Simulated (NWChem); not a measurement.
System: C2H3, doublet; SMILES [CH]=C

Computed with NWChem. Pople sets run with spherical d functions. Spin-unrestricted. Medium grid unless said otherwise, to which SCAN and Minnesota functionals are sensitive. In the optimisation the excess spin sits in a' (Cs, its own frame). Structure relaxed at the PBE0-D3(BJ)/def2-TZVP, spin-unrestricted level. No stability test was run on the SCF state. Level r2SCAN/6-31G*: energy and gradient; each run changes one setting, and changes count from the defaults (medium grid, exact Coulomb integrals, symmetry on).

```
setting                        size of the energy change (μHa)  largest change of a gradient component (μHa/bohr)
-----------------------------  -------------------------------  -------------------------------------------------
defaults                                                  < 10                                               < 30
coarse grid                                                 10                                                100
Coulomb fitting, Ahlrichs set                              100                                                 60
extra-fine grid                                             40                                                 90
symmetry off                                              < 10                                        other frame
```
